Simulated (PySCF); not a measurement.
**Working with the constants of BC**

ωB97X-V constants of BC, ⁴Σ⁻ (quartet), unpaired electrons σ ↑, π ↑↑ (basis B def2-TZVPP, C def2-TZVPP; no relativity; PySCF 2.14; masses 11.0093 and 12.0000 u):

* ωe: 1201.0 cm⁻¹
* ωexe: 13.8 cm⁻¹
* Be: 1.3395 cm⁻¹
* αe: 0.0189 cm⁻¹
* D (centrifugal): 6.67e-06 cm⁻¹
* De to B + C: 4.29 eV

(1) Give the vibrational terms G(v) and spacings up to v = 6.

(2) How well does the Morse estimate ωe²/(4ωexe) reproduce De, and what is D0?

The state is the lowest determinant that a PBE0 search found; another state may lie lower at other levels.

Answers

(1) G(v) = ωe(v+½) − ωexe(v+½)².

```
v  G(v) (cm⁻¹)  G(v) − G(v−1)  Bv (cm⁻¹)
0          597                     1.330
1         1770           1173      1.311
2         2916           1146      1.292
3         4034           1118      1.273
4         5125           1091      1.254
5         6188           1063      1.236
6         7223           1035      1.217
```

(2) It gives 3.24 eV, 76 % of the computed De. D0 = De − G(0) = 4.29 − 0.07 = 4.22 eV.
